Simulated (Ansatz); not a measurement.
`C=CC(F)Cl` → `C=CCl` + `[CH]F`  (formal loss of a carbene)

Isolated molecules relaxed with PBE0-D4/def2-TZVP in Ansatz; ΔE leaves out vibrations. CCSD(T)/CBS is the MP2 limit (def2-TZVPP, def2-QZVPP) plus CCSD(T) − MP2 in def2-TZVPP, frozen cores. This one scheme is used for every species. Functionals use def2-TZVPP. HSE06 is defined as in plane-wave codes. Each species was taken in one conformer, which may not be the lowest.

`C=CC(F)Cl`:

Z-matrix (Å, degrees):
```
C
C 1 1.486
Cl 1 1.791 2 109.9
F 1 1.355 2 112.0 3 120.9
H 1 1.092 2 112.6 3 -116.9
C 2 1.323 1 123.6 3 -120.6
H 2 1.085 1 114.6 3 59.6
H 6 1.083 2 121.4 1 0.4
H 6 1.083 2 120.8 1 -179.7
```

`C=CCl`:

```xyz
6

C    -0.415   -0.332    0.512
C     0.260    0.391   -0.362
Cl    1.427   -0.271   -1.440
H    -0.276   -1.401    0.606
H    -1.135    0.153    1.160
H     0.140    1.460   -0.476
```

`[CH]F`:

Z-matrix (Å, degrees):
```
C
F 1 1.301
H 1 1.126 2 102.3
```

| level | ΔE (eV) |
| --- | --- |
| LDA (SPW92) | 4.67 |
| r2SCANh-D4 | 4.20 |
| HSE06-D4 | 4.18 |
| PBE0 | 4.12 |

What does CCSD(T)/CBS give? (Estimate.)

Computed: +3.95 eV. The listed levels differ from it by 0.72, 0.25, 0.23, 0.17 eV.

Largest T1 diagnostic among the species: 0.018.

From PBE to PBE0 (25 % exact exchange), in def2-TZVPP and without D4, ΔE moves by +0.10 eV. The D4 term adds +0.12 eV with B3LYP and +0.06 eV with PBE0; it sums over pairs of atoms, weighted by their polarisabilities, and B3LYP, whose exchange is more repulsive, gets the larger term. Leaving LDA and LC-ωPBE aside and taking each functional with its dispersion term where it has one, the values, not all of them listed here, spread over 0.42 eV, from BLYP-D4 to r2SCAN0-D4. LDA lies +0.65 eV from PBE without D4.

B3LYP here is the variant with VWN-RPA as its local correlation; programs differ in this.
